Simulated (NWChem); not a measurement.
# Basis-set dependence for HO

```
O
H 1 0.9764
```
Charge 0, spin multiplicity 2.

The numbers come from NWChem runs, not from measurements. All single points use one geometry, from UPBE0/def2-SVP, a minimum by its harmonic frequencies.

Hartree-Fock energies in Ha, correlation energies in mHa.

The correlated methods keep 1 core orbital frozen. The structure started from a generated list of species. The unpaired electrons of the parent sit in orbitals of symmetry b1 (C2v labels of the run); other states weren't searched. The stability of the SCF solutions was not checked. Open-shell Hartree-Fock references start from PBE0 orbitals. No row is a measurement; the coupled-cluster row has its own basis-set and correlation limits.

| basis | functions | UHF | UMP2 | SCS-UMP2 | CCSD on ROHF | CCSD[T] on ROHF | CCSD(T) on ROHF | CCSD on UHF | CCSD[T] on UHF | CCSD(T) on UHF | CCSDT on ROHF | URI-MP2 |
|---|---|---|---|---|---|---|---|---|---|---|---|---|
| STO-3G | 6 | -74.36329 | -16.0 | -19.2 | -26.0 | -26.0 | -26.0 | -24.9 | -24.9 | -24.9 | -26.0 | not run |
| cc-pVDZ | 19 | -75.39365 | -149.2 | -147.7 | -167.7 | -169.6 | -169.6 | -164.0 | -165.8 | -165.7 | -169.7 | -149.2 |
| cc-pVTZ | 44 | -75.41898 | -199.9 | -199.2 | -218.3 | -223.7 | -223.6 | -213.6 | -218.8 | -218.7 | not run | -199.8 |
| cc-pVQZ | 85 | -75.42559 | -217.9 | -218.6 | -234.7 | -241.3 | -241.1 | not run | not run | not run | not run | -217.9 |

From cc-pVTZ to cc-pVQZ the Hartree-Fock energy moves by -6.6 mHa and the UMP2 correlation energy by -18.0 mHa, which is 8 % of its value in the larger set.
